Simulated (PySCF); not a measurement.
## Bond length, frequency and bond energy of CF by level of theory

State: ²Π (doublet), unpaired electrons π ↑. Set-up: C 6-311G(d,p), F 6-311G(d,p); no relativity (PySCF 2.14). De refers to C + F in their high-spin ground configurations, without counterpoise correction. The functionals are run spin-unrestricted. A positive dipole means C(−)F(+).

| Level | Re (Å) | ωe (cm⁻¹) | De (eV) | μ (D) |
| --- | --- | --- | --- | --- |
| UHF | 1.257 | 1403 | 3.31 | 0.44 |
| UHF-MP2 | 1.274 | 1345 | 5.47 | n/a |
| UHF-SCS-MP2 | 1.275 | 1333 | 5.29 | n/a |
| UHF-CCSD | 1.276 | 1337 | 5.06 | n/a |
| UHF-CCSD(T) | 1.280 | 1313 | 5.23 | n/a |
| PBE | 1.290 | 1251 | 6.24 | 0.82 |
| PBEsol | 1.283 | 1281 | 6.61 | 0.87 |
| TPSS | 1.294 | 1239 | 5.89 | 0.73 |
| r²SCAN | 1.282 | 1287 | 5.74 | 0.76 |
| TPSSh | 1.286 | 1273 | 5.72 | 0.71 |
| PBE0 | 1.271 | 1333 | 5.74 | 0.74 |
| LC-ωPBE | 1.269 | 1363 | 5.82 | 0.79 |

The bond length runs from 1.257 Å (UHF) to 1.294 Å (TPSS). De spans 3.31 eV (UHF, mean field) to 6.61 eV (PBEsol, GGA). Correlation at CCSD(T) changes the Hartree–Fock bond energy by +1.92 eV; the triples alone change it by +0.17 eV.

Correlated steps freeze 2 core orbitals. The state is the lowest determinant that a PBE0 search found; another state may lie lower at other levels.
